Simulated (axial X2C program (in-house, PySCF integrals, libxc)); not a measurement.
## Correcting the dissociation energy of CCl for spin–orbit coupling

A spin-free CCSD(T) curve (one-electron X2C) was computed with an axial X2C code built on PySCF integrals, basis Cl dyall-av3z [9s8p3d2f], C dyall-v3z [7s6p2d1f] (cores contracted in-house), for the state M_S = 1/2, Λ = 1 (beyond evenly filled blocks: π+α). It gives D0 = 3.925 eV to Cl + C, which in a spin-free picture are the weighted means of the ground terms.

Correlated methods: 11 electrons correlated (number of frozen shells: Cl 2 s, 1 p; C 1 s), 171 virtual spin orbitals or spinors in MP2, 90 natural virtuals in coupled cluster.

Measured levels of the ground terms (NIST Handbook of Basic Atomic Spectroscopic Data), in cm⁻¹: Cl 2P: J = 3/2 at 0, J = 1/2 at 882.4; C 3P: J = 0 at 0, J = 1 at 16.4, J = 2 at 43.4.

The two components of the molecular doublet are 156 cm⁻¹ apart in the PBE0 2c search (Ω = 1/2 lower), so the lower one lies 78 cm⁻¹ under their mean.

Question: How far does each ground level lie under the (2J+1)-weighted mean of its term?

Answer: Cl: (4 × 0 + 2 × 882.4)/6 = 294 cm⁻¹; C: (1 × 0 + 3 × 16.4 + 5 × 43.4)/9 = 30 cm⁻¹.

Question: Correct D0.

Answer: D0 = 3.925 + (78 − 324)/8065.5 = 3.894 eV at CCSD(T) with these spin–orbit terms.

Second-order spin–orbit effects in the molecule, which grow quickly with Z, are left out. One determinant describes the state; a PBE0 search over occupations chose it and may have missed a lower one. De is counted from the lowest determinant-based energies of the atoms at the same level, without counterpoise correction. CCSD and (T) use frozen natural virtuals with an MP2 correction for the truncation; (T) itself is uncorrected, so its De runs slightly low.
